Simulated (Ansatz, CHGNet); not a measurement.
For rutile PbO2, the machine-learned potential CHGNet 0.3.0 (trained on PBE and PBE+U data) gives:

| Quantity | Result |
|---|---|
| lattice parameter a | 5.087 Å |
| lattice parameter c | 3.428 Å |

Q: What does r²SCAN (plane waves, PAW; Ansatz, a program for electronic structure) give for the same quantities?

A: 
- lattice constant a: 4.986 Å (shrinks by 2.0 %)
- lattice parameter c: 3.405 Å (falls by 0.7 %)

For comparison: lattice constant a 4.958 Å (measured, room temperature, not corrected to a static lattice, sources range from 4.950 to 4.958; as tabulated in Hiroi (2015), arXiv:1503.02262); lattice parameter c 3.388 Å (measured, room temperature, not corrected to a static lattice; as tabulated in Hiroi (2015), arXiv:1503.02262).

Changes are worked out from the printed values.

Unless a cell is named, each level is at its own relaxed cell (CHGNet 0.3.0 14.78, r²SCAN 14.11 Å³/atom).

Levels without +SOC leave out spin–orbit coupling, which shifts energies and cells of such heavy elements.

Ansatz's density-functional and Hartree–Fock values are scalar-relativistic unless marked +SOC, with PAW data made under PBE.
